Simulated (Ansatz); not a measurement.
A run of Ansatz (development build ahead of 0.2.0) on singlet CH2S at this shape:

```csv
atom,x (Å),y (Å),z (Å)
C,0.0000,0.0000,-0.9399
S,0.0000,0.0000,0.5379
H,0.0000,-0.8553,-1.4837
H,0.0000,0.8553,-1.4837
```

Its results:

```
Converged                       : yes
Total energy                    : -436.50249 hartree
Spin squared of the determinant : 0.000
```

Task: Which input gives this output? Name the method, the orbitals and the basis set, and write the input.

Result: RHF in cc-pVDZ. An unrestricted run that stays on the closed shell gives the same numbers.

```yaml
crystal:
  periodic: [false, false, false]
  atoms:
    - { symbol: C, position_ang: [0.0, 0.0, -0.93991] }
    - { symbol: S, position_ang: [0.0, 0.0, 0.53794] }
    - { symbol: H, position_ang: [0.0, -0.85534, -1.48375] }
    - { symbol: H, position_ang: [0.0, 0.85534, -1.48375] }
basis:
  gaussian: { orbitals: cc-pVDZ }
hamiltonian:
  xc: hf
```

Caution: no unrestricted run beside it, a lower state can exist.
